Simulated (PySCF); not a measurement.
C3H6O, SMILES CC(=O)C. Heavy atoms are numbered as in [CH3:1][C:2]([CH3:3])=[O:4]. Hydrogens are named by the atom that carries them.

Geometry optimised at B3LYP-D3(BJ)/def2-SVP.

These are PBE0/pcSseg-1 in PySCF values and carry that method's errors.

GIAO shieldings, no solvent; atoms alike by connectivity are averaged. δ = σ(ref) − σ: ¹³C against TMS (σ = 186.3 ppm); ¹⁷O against H2O (σ = 334.2 ppm); ¹H against TMS (σ = 31.56 ppm), references at their B3LYP-D3(BJ)/def2-TZVP geometries, non-relativistic.

```tsv
nucleus	atoms	count	δ (ppm)
¹³C	C2	1	209.2
¹³C	C1 (CH3)	2	33.7
¹⁷O	O4	1	710.0
¹H	H on C1	6	2.36
```
